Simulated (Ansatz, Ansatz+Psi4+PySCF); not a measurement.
```yaml
atoms:
  - { symbol: Ti, position_ang: [0.0000, 0.0000, 0.0000] }
  - { symbol: N, position_ang: [0.0000, 0.0000, 1.7086] }
```

Basis set: cc-pVTZ (spherical functions). Correlated methods keep 6 orbitals frozen. Correlation on ROHF uses semicanonical orbitals with singles. Charge 0, multiplicity 2.

Computed with Ansatz (development build ahead of 0.2.0); the reference of a correlated method needn't be the lowest determinant of its kind.

The atomization energy at this shape (free ground-state atoms in the same class of orbitals less the molecule, no zero-point energy) of doublet TiN:

```tsv
method	atomization energy
ROHF-CCSD(T)	4.41 eV
```

Question: What does UHF-BCCD(T) give?

Answer: 4.54 eV. Caution: other spin multiplicities were not run; the reference determinant was not shown to be the lowest; the shape is not the minimum. Caution for ROHF-CCSD(T): the program doubts this total.
